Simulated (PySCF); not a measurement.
**SOF2 (thionyl fluoride): levels of theory compared**

We compute a comparison of 6 runs (B3LYP/STO-3G, PBE/STO-3G, SVWN5/STO-3G, UPBE0/STO-3G, CCSDT/STO-3G, QCISD(T)/STO-3G) of SOF2 (thionyl fluoride). Input form: a Python script.

Program for the calculation: PySCF 2.14.0.

3 further runs of the same task are left out: 1 that didn't finish, 2 set aside as unsound or not needed.

### 1 The molecule

The species is SOF2 (4 atoms), meant as a singlet with charge 0. SMILES: `O=S(F)F`. One bond was lengthened or shortened from a relaxed shape.

Bond lengths: O1–S2 1.419 Å, S2–F3 1.906 Å, S2–F4 1.588 Å. Angles: O1–S2–F3 106.5°, O1–S2–F4 106.4°, F3–S2–F4 93.0°.

### 2 The energy at B3LYP/STO-3G (run 1)

input.py

```python
from pyscf import gto, dft

system = gto.M(
    atom='''
O      1.127045    -0.179511    -1.067026
S      0.043345    -0.672311    -0.294926
F     -1.124400     0.804200     0.000400
F      0.537945    -0.690711     1.213874
''',
    verbose=4,
    basis='sto-3g',
    max_memory=1860,
)

calc0 = dft.RKS(system)
calc0.xc = 'b3lyp'
calc0.grids.level = 5
calc0.conv_tol = 1e-10
calc0.kernel()
if not calc0.converged:
    calc0 = calc0.newton().run(calc0.mo_coeff, calc0.mo_occ)

e_tot = calc0.e_tot
print('Final energy', e_tot)
```

Launch:

```sh
$ OMP_NUM_THREADS=1 python input.py
```

The log of the run:

```text
PySCF version 2.14.0

[... 74 lines left out ...]
converged SCF energy = -664.506554846908
Final energy -664.5065548469083
```

It took 2.9 s on 1 thread of AMD EPYC 9R14 (Zen 4), shared host; peak memory 0.22 GiB.

### 3 A single-point energy at PBE/STO-3G (run 2)

calc.py

```python
from pyscf import gto, dft

mol = gto.Mole()
mol.atom = [
    ('O', (1.127045, -0.179511, -1.067026)),
    ('S', (0.043345, -0.672311, -0.294926)),
    ('F', (-1.124400, 0.804200, 0.000400)),
    ('F', (0.537945, -0.690711, 1.213874)),
]
mol.verbose = 3
mol.spin = 0
mol.max_memory = 1860
mol.charge = 0
mol.basis = 'sto-3g'
mol.build()

calc0 = dft.RKS(mol)
calc0.xc = 'pbe'
calc0.conv_tol = 1e-10
calc0.grids.level = 5
calc0.kernel()
if not calc0.converged:
    calc0 = calc0.newton().run(calc0.mo_coeff, calc0.mo_occ)

energy = calc0.e_tot
print(f'total energy: {energy:.8f} hartree')
```

Launch:

```sh
$ OMP_NUM_THREADS=1 python calc.py
```

The log of the run:

```text
converged SCF energy = -664.106543365452
total energy: -664.10654337 hartree
```

It took 3.3 s on 1 thread of AMD EPYC 9R14 (Zen 4), shared host; peak memory 0.22 GiB.

Runs 3 to 5 aren't shown in full; the table further down has their settings and results.

### 4 A single-point energy at QCISD(T)/STO-3G (run 6)

job.py

```python
from pyscf import gto, cc

mol = gto.M(
    atom='''
O        1.127045      -0.179511      -1.067026
S        0.043345      -0.672311      -0.294926
F       -1.124400       0.804200       0.000400
F        0.537945      -0.690711       1.213874
''',
    max_memory=1860,
    verbose=3,
    basis='sto-3g',
)

mf = mol.RHF()
mf.conv_tol = 1e-10
mf.kernel()
if not mf.converged:
    mf = mf.newton().run(mf.mo_coeff, mf.mo_occ)

mycc = cc.QCISD(mf, frozen=8)
mycc.kernel()
e_t = mycc.qcisd_t()
e_final = mycc.e_tot + e_t
print(f'total energy: {e_final:.8f} hartree')
```

Launch:

```sh
$ OMP_NUM_THREADS=1 python job.py
```

The log of the run:

```text
converged SCF energy = -662.81725833722
E(QCISD) = -663.0050405460898  E_corr = -0.1877822088703589
QCISD(T) correction = -0.014704458673844
total energy: -663.01974500 hartree
```

Run time: 0.68 s. Hardware: 1 thread of AMD EPYC 9R14 (Zen 4), shared host; peak memory 0.12 GiB.

### 5 The series

| run | level | follow instability | integration grid | energy (Eh) | dipole moment (D) of the reference | HOMO energy (eV) | LUMO energy (eV) | wall time |
| --- | --- | --- | --- | --- | --- | --- | --- | --- |
| 1 | B3LYP/STO-3G | – | 5 | -664.506555 | 1.65 | -3.56 | 2.21 | 2.9 s |
| 2 | PBE/STO-3G | – | 5 | -664.106543 | 1.51 | -1.54 | 1.78 | 3.3 s |
| 3 | SVWN5/STO-3G | – | 5 | -661.314090 | 1.50 | -1.48 | 1.74 | 1.9 s |
| 4 | UPBE0/STO-3G | yes | 5 | -664.176067 | 1.66 | -3.88 | 2.36 | 13 s |
| 5 | CCSDT/STO-3G | – | – | -663.017978 | 2.14 | -7.47 | 5.90 | 2.4 s |
| 6 | QCISD(T)/STO-3G | – | – | -663.019745 | 2.14 | -7.47 | 5.90 | 0.68 s |

### 6 Summary of results

| quantity | value |
| --- | --- |
| run 6: total energy | -663.01975 Eh |
| run 6: dipole moment (Hartree–Fock density) | 2.14 D |
| run 6: HOMO energy (Hartree–Fock orbitals) | -7.47 eV |
| run 6: LUMO energy (Hartree–Fock orbitals) | 5.90 eV |
| run 6: HOMO–LUMO gap (Hartree–Fock orbitals) | 13.37 eV |
| run 6: correlation energy (8 core orbitals frozen) | -202.5 mEh |
| run 6: (T) correction | -14.70 mEh |
| run 6: T1 diagnostic | 0.028 |

What this shows: Over runs 1, 2, 3, 4 the dipole moment (its size) runs from 1.50 D (SVWN5/STO-3G) to 1.66 D (UPBE0/STO-3G). Over runs 1, 2, 3, 4 the HOMO–LUMO gap runs from 3.22 eV (SVWN5/STO-3G) to 6.24 eV (UPBE0/STO-3G). Totals of different functionals can't be ranked against each other. In runs 1, 2, 3, 4, 5, 6 the basis is minimal, so the values are rough. All runs together took 24 s, the longest 13 s.
